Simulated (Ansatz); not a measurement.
Cartesian coordinates (Å):
```xyz
8

C     -1.0302    -0.1056     0.0743
O      0.2520    -0.7588     0.0212
C      1.3118     0.0493    -0.0903
O      1.2794     1.2464    -0.1483
H     -1.7609    -0.9037     0.1633
H     -1.1981     0.4711    -0.8340
H     -1.0796     0.5599     0.9348
H      2.2255    -0.5586    -0.1210
```
Charge 0, spin multiplicity 1.

The numbers are results of frozen-core CCSD(T)/cc-pVTZ // B3LYP-D3(BJ)/def2-TZVP (Ansatz, a quantum-chemistry and plane-wave program), not measurements.

```
Quantity                        Value
----------------------  -------------
HF energy               -227.87668 Ha
MP2 correlation energy    -0.79942 Ha
```

Question: Estimate the CCSD correlation energy, the (T) correction, the total energy and the T1 diagnostic.

Answer: 
```yaml
CCSD correlation energy: -0.81562 Ha
"(T) correction": -0.03386 Ha
CCSD(T) total energy: -228.72615 Ha
T1 diagnostic: 0.015
```
